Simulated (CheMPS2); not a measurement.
# DMRG/STO-3G run of SF2 (sulfur difluoride)

Aim: the vertical singlet–triplet gap of SF2 (sulfur difluoride) at DMRG/STO-3G, from 2 runs. 

The calculation is run with CheMPS2 1.8.12.

2 further runs of the same task are left out: 2 that didn't finish.

### Step 1. The system as given

SF2: 3 atoms, total charge 0, spin state singlet. As SMILES, `FSF`. Geometry: relaxed at GFN2-xTB.

Bond lengths: F1–S2 1.632 Å, S2–F3 1.632 Å. Angles: F1–S2–F3 97.2°.

### Step 2. The energy at DMRG/STO-3G

Contents of integrals.py:

```python
from pyscf import ao2mo, cc, dft, gto, mcscf, mp, scf
from pyscf.tools import fcidump

mol = gto.M(atom="""
F      0.454740     1.131520     0.375070
S     -0.626960     0.131720    -0.328340
F      0.172220    -1.263230    -0.046730
""", basis="sto-3g", verbose=4, max_memory=2000)
print("nao = %d" % (mol.nao))
mf = scf.RHF(mol)
mf.conv_tol = 1e-10
mf.max_cycle = 200
mf.kernel()
if not mf.converged:
    mf = mf.newton().run(mf.mo_coeff, mf.mo_occ)
print("reference energy = %.10f" % (mf.e_tot))
# single-reference ladder for comparison
ref = mf
pt = mp.MP2(ref, frozen=7).run()
mycc = cc.CCSD(ref, frozen=7)
mycc.max_cycle = 150
mycc.kernel()
print("MP2 total energy = %.10f" % (pt.e_tot))
if mycc.converged:
    print("E(CCSD) = %.10f" % (mycc.e_tot))
    print(f"CCSD(T) total energy = {mycc.e_tot + mycc.ccsd_t():.10f}")
    print("T1 diagnostic = %.4f" % (mycc.get_t1_diagnostic()))
# a few density functionals on the same geometry and basis
ks = dft.RKS(mol, xc="wb97x").set(conv_tol=1e-9, verbose=3).run()
if ks.converged:
    print("E(wB97X) = %.8f" % (ks.e_tot))
ks = dft.RKS(mol, xc="pbe").set(conv_tol=1e-9, verbose=3).run()
if ks.converged:
    print(f"E(PBE) = {ks.e_tot:.8f}")
ks = dft.RKS(mol, xc="r2scan").set(conv_tol=1e-9, verbose=3).run()
if ks.converged:
    print(f"E(r2SCAN) = {ks.e_tot:.8f}")
# rotate to MP2 natural orbitals
occ_no, mo = mcscf.addons.make_natural_orbitals(mp.MP2(mf, frozen=7).run())
mf.mo_coeff = mo
# write the integrals of the correlated orbitals
cas = mcscf.CASCI(mf, 12, 20)
h1, ecore = cas.get_h1eff()
fcidump.from_integrals("FCIDUMP", h1, cas.get_h2eff(), 12, 20, nuc=ecore, ms=0)
# FCI check
ci = mcscf.CASCI(mf, 12, (10, 10))
ci.fix_spin_(ss=0)
ci.fcisolver.conv_tol = 1e-10
ci.fcisolver.max_cycle = 200
ci.kernel()
print(f"exact diagonalisation = {ci.e_tot:.10f}")
```

Contents of dmrg.input:

```
FCIDUMP = FCIDUMP
GROUP = 0
MULTIPLICITY = 1
NELECTRONS = 20
IRREP = 0
EXCITATION = 0
SWEEP_STATES = 50, 75, 100, 100
SWEEP_ENERGY_CONV = 1e-04, 1e-04, 1e-04, 1e-06
SWEEP_MAX_SWEEPS = 2, 2, 3, 6
SWEEP_NOISE_PREFAC = 0.05, 0.05, 0.005, 0.0
SWEEP_DVDSON_RTOL = 3e-04, 3e-04, 3e-04, 3e-05
NOCC = 0
NACT = 12
NVIR = 0
MOLCAS_FIEDLER = FALSE
PRINT_CORR = FALSE
TMP_FOLDER = .
```

Command:

```
$ python integrals.py && chemps2 --file=dmrg.input
```

Output:

```text
$ python integrals.py

[INPUT] verbose = 4
[INPUT] num. atoms = 3
[INPUT] num. electrons = 34
[INPUT] charge = 0
[INPUT] spin (= nelec alpha-beta = 2S) = 0
[INPUT] symmetry False subgroup None
[INPUT] Mole.unit = angstrom
[INPUT] Symbol           X                Y                Z      unit          X                Y                Z       unit  Magmom
[INPUT]  1 F      0.454740000000   1.131520000000   0.375070000000 AA    0.859334057885   2.138262904468   0.708779577541 Bohr   0.0
[INPUT]  2 S     -0.626960000000   0.131720000000  -0.328340000000 AA   -1.184782691057   0.248914725128  -0.620472675740 Bohr   0.0
[INPUT]  3 F      0.172220000000  -1.263230000000  -0.046730000000 AA    0.325448633173  -2.387158732334  -0.088306901801 Bohr   0.0

nuclear repulsion = 110.880898180369
number of shells = 11
number of NR pGTOs = 57
number of NR cGTOs = 19
basis = sto-3g
ecp = {}
CPU time:         0.33
nao = 19

******** <class 'pyscf.scf.hf.RHF'> ********
method = RHF
initial guess = minao
damping factor = 0
level_shift factor = 0
DIIS = <class 'pyscf.scf.diis.CDIIS'>
diis_start_cycle = 1
diis_space = 8
diis_damp = 0
SCF conv_tol = 1e-10
SCF conv_tol_grad = None
SCF max_cycles = 200
direct_scf = True
direct_scf_tol = 1e-13
chkfile to save SCF result = tmpekz6tlmw
max_memory 2000 MB (current use 107 MB)
Set gradient conv threshold to 1e-05
[... 23 lines left out ...]
reference energy = -589.1739815205
[... 37 lines left out ...]
MP2 total energy = -589.2327769974
[... 24 lines left out ...]
converged SCF energy = -590.107203308886
[... 41 lines left out ...]
CASCI converged
[... 85 lines left out ...]
***     Minimum energy           = -589.259052873193
[... 8 lines left out ...]
***     Maximum discarded weight = 0
[... 14 lines left out ...]
***     Maximum discarded weight during the last sweep     = 0
[... 12 lines left out ...]
***     Minimum energy           = -589.259052907836
[... 14 lines left out ...]
***     Minimum energy           = -589.259052907836
[... 7 lines left out ...]
***     Maximum discarded weight = 0
[... 14 lines left out ...]
***     Maximum discarded weight = 0
[... 14 lines left out ...]
***     Maximum discarded weight during the last sweep     = 0
******************************************************************
```

It took 2.6 s on 1 thread of Intel Xeon 6975P-C (Granite Rapids), shared host; peak memory 0.17 GiB.

### Step 3. The triplet: the energy at DMRG/STO-3G

Contents of prepare.py:

```python
from pyscf import ao2mo, cc, dft, gto, mcscf, mp, scf
from pyscf.tools import fcidump

mol = gto.M(atom="""
F
S 1 1.632318
F 2 1.632139 1 97.16102
""", basis="sto-3g", spin=2, verbose=3)
print("basis functions         : %d" % (mol.nao))
mf = scf.ROHF(mol)
mf.conv_tol = 1e-10
mf.max_cycle = 200
mf.kernel()
if not mf.converged:
    mf = mf.newton().run(mf.mo_coeff, mf.mo_occ)
print("SCF energy              : %.10f" % (mf.e_tot))
# MP2, CCSD and CCSD(T) with the same frozen core
ref = scf.UHF(mol).run(mf.make_rdm1(), conv_tol=1e-10)
pt = mp.MP2(ref, frozen=7).run()
mycc = cc.CCSD(ref, frozen=7)
mycc.max_cycle = 150
mycc.kernel()
print("E(MP2)                  : %.10f" % (pt.e_tot))
if mycc.converged:
    print("CCSD total energy       : %.10f" % (mycc.e_tot))
    print(f"CCSD(T) total energy    : {mycc.e_tot + mycc.ccsd_t():.10f}")
# a few density functionals on the same geometry and basis
ks = dft.UKS(mol, xc="wb97x").set(conv_tol=1e-9, verbose=3).run(mf.make_rdm1())
if ks.converged:
    print("E(wB97X)                : %.8f" % (ks.e_tot))
ks = dft.UKS(mol, xc="pbe").set(conv_tol=1e-9, verbose=3).run(mf.make_rdm1())
if ks.converged:
    print("E(PBE)                  : %.8f" % (ks.e_tot))
ks = dft.UKS(mol, xc="r2scan").set(conv_tol=1e-9, verbose=3).run(mf.make_rdm1())
if ks.converged:
    print("E(r2SCAN)               : %.8f" % (ks.e_tot))
# CCSD natural orbitals
occ_no, mo = mcscf.addons.make_natural_orbitals(cc.CCSD(mf.to_uhf(), frozen=7).run())
mf.mo_coeff = mo
# write the integrals of the correlated orbitals
cas = mcscf.CASCI(mf, 12, 20)
h1, ecore = cas.get_h1eff()
fcidump.from_integrals("FCIDUMP", h1, cas.get_h2eff(), 12, 20, nuc=ecore, ms=2)
# exact diagonalisation in the same space
ci = mcscf.CASCI(mf, 12, (11, 9))
ci.fix_spin_(ss=2)
ci.fcisolver.conv_tol = 1e-10
ci.fcisolver.max_cycle = 200
ci.kernel()
print("FCI energy              : %.10f" % (ci.e_tot))
```

Contents of chemps2.input:

```
FCIDUMP = FCIDUMP
GROUP = 0
MULTIPLICITY = 3
NELECTRONS = 20
IRREP = 0
EXCITATION = 0
SWEEP_STATES = 75, 100, 100
SWEEP_ENERGY_CONV = 1e-05, 1e-05, 1e-07
SWEEP_MAX_SWEEPS = 4, 2, 6
SWEEP_NOISE_PREFAC = 0.05, 0.005, 0.0
SWEEP_DVDSON_RTOL = 3e-04, 3e-04, 3e-05
NOCC = 0
NACT = 12
NVIR = 0
MOLCAS_FIEDLER = TRUE
PRINT_CORR = TRUE
TMP_FOLDER = .
```

Command:

```
$ python prepare.py && chemps2 --file=chemps2.input
```

Output:

```text
$ python prepare.py
basis functions         : 19
converged SCF energy = -588.976207716095
SCF energy              : -588.9762077161
converged SCF energy = -588.986938033633  <S^2> = 2.0745876  2S+1 = 3.0493197
E(UMP2) = -589.041453858914  E_corr = -0.054515825281104
E(SCS-UMP2) = -589.041686561066  E_corr = -0.0547485274326274
E(UCCSD) = -589.0692918242661  E_corr = -0.08235379063274503
E(MP2)                  : -589.0414538589
CCSD total energy       : -589.0692918243
UCCSD(T) correction = -0.00705294443686394
CCSD(T) total energy    : -589.0763447687
converged SCF energy = -590.300988455866  <S^2> = 2.0106086  2S+1 = 3.0070641
E(wB97X)                : -590.30098846

WARN: HOMO 0.125817477210346 >= LUMO 0.0130421992248448

WARN: HOMO 0.162992748824393 >= LUMO 0.0429543221825638

WARN: HOMO 0.131734219341444 >= LUMO 0.00611607254414601

WARN: HOMO 0.121184259883873 >= LUMO 0.00133388631655054

WARN: HOMO 0.125967728354665 >= LUMO -0.00356112707292289

WARN: HOMO 0.12646134748049 >= LUMO -0.00300763924694805

WARN: HOMO 0.126239998349287 >= LUMO -0.00337397773915754

WARN: HOMO 0.12630090725921 >= LUMO -0.00329368371042946

WARN: HOMO 0.126291726642603 >= LUMO -0.00328779312985389

WARN: HOMO 0.126292461705232 >= LUMO -0.00328762910554328

WARN: HOMO 0.126292458608323 >= LUMO -0.00328776274860954

[... 2 lines left out ...]
converged SCF energy = -589.97000492108  <S^2> = 2.0015876  2S+1 = 3.0010582
[... 8 lines left out ...]
WARN: HOMO 0.108120108125957 >= LUMO -0.00785626480279394
[... 7 lines left out ...]
WARN: HOMO 0.108179218842764 >= LUMO -0.00806159710441912
[... 7 lines left out ...]
converged SCF energy = -590.277755779065  <S^2> = 2.0040427  2S+1 = 3.0026939
[... 90 lines left out ...]
***     Minimum energy           = -589.082738550459
[... 14 lines left out ...]
***     Minimum energy           = -589.082869430356
[... 14 lines left out ...]
***     Minimum energy           = -589.082869430356
[... 15 lines left out ...]
***     Maximum discarded weight = 0
[... 20 lines left out ...]
***     Minimum energy           = -589.08286961026
[... 14 lines left out ...]
***     Minimum energy           = -589.082869613742
[... 15 lines left out ...]
***     Maximum discarded weight during the last sweep     = 0
[... 78 lines left out ...]
Singlet diradical correlation function = < d_i,up d_j,down > + < d_i,down d_j,up > - < d_i,up > * < d_j,down > - < d_i,down > * < d_j,up >
Hamiltonian index order is used!

   Columns 1 to 8

   -0.000000    0.000075    0.000003    0.000006    0.000004    0.000012    0.000012    0.000001
    0.000075   -0.000000    0.000013    0.000004    0.000021    0.000014    0.000047    0.000010
    0.000003    0.000013   -0.000001    0.000006    0.000123    0.000110    0.000020    0.000143
[... 8 lines of this table left out ...]
    0.000059    0.000151    0.000686    0.001529    0.002368    0.004778    0.016695    0.013492

   Columns 9 to 12

    0.000004   -0.000034   -0.000053    0.000059
    0.000025   -0.000068   -0.000067    0.000151
    0.000059   -0.000157   -0.000248    0.000686
[... 8 lines of this table left out ...]
    0.016000   -0.031057   -0.015682   -0.003755

--------------------------------------------------------
Two-orbital mutual information = 0.5 * ( s1(i) + s1(j) - s2(i,j) ) * ( 1 - delta(i,j) )
Hamiltonian index order is used!

   Columns 1 to 8

    0           0.000345    0.000068    0.000048    0.000093    0.000082    0.000074    0.000162
    0.000345    0           0.000084    0.000092    0.000112    0.000067    0.000134    0.000230
    0.000068    0.000084    0           0.000068    0.000749    0.000378    0.000111    0.000644
[... 8 lines of this table left out ...]
    0.000535    0.000726    0.002753    0.003354    0.009356    0.010274    0.071524    0.065784

   Columns 9 to 12

    0.000192    0.000050    0.000166    0.000535
    0.000182    0.000107    0.000338    0.000726
    0.000462    0.000207    0.000671    0.002753
[... 8 lines of this table left out ...]
    0.070532    0.080587    0.077884    0

--------------------------------------------------------
```

Run time: 5.9 s. Hardware: 1 thread of Intel Xeon 6975P-C (Granite Rapids), shared host; peak memory 0.18 GiB.

### Step 4. Summary of results

Level: DMRG/STO-3G, 7 core orbitals frozen.

| quantity | value |
| --- | --- |
| run 1, DMRG/STO-3G: total energy | -589.25905 Eh |
| run 1, DMRG/STO-3G: T1 diagnostic of the CCSD step | 0.010 |
| triplet: total energy | -589.08287 Eh |
| vertical energy of the triplet above the singlet | 4.794 eV |

At this shape the triplet lies 4.79 eV (463 kJ/mol) above the singlet. In a minimal basis such a difference can be off by several eV, whatever the method.
